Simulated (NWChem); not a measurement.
Molecule: hydrogen fluoride (HF); SMILES F

Computed with NWChem. Structure relaxed at the B3LYP/6-31G* (spherical d) level.

Diagonal of the polarisability tensor at B3LYP/def2-SVPD, 589 nm: 5.21, 5.21, 6.76 bohr³.

Question: Find the mean polarisability volume, the molar refraction, and the refractive index that an ideal gas of it would have at 273.15 K and 1 atm.

Answer: 
1. Mean: one third of the trace = 5.73 bohr³ × 0.14818 Å³/bohr³ = 0.85 Å³.
2. Molar refraction (Lorentz-Lorenz): (4π/3) N_A α = 2.1 cm³/mol.
3. Number density p/kT = 2.687 × 10⁻⁵ Å⁻³; n − 1 = 2π N α = 1.43 × 10⁻⁴.
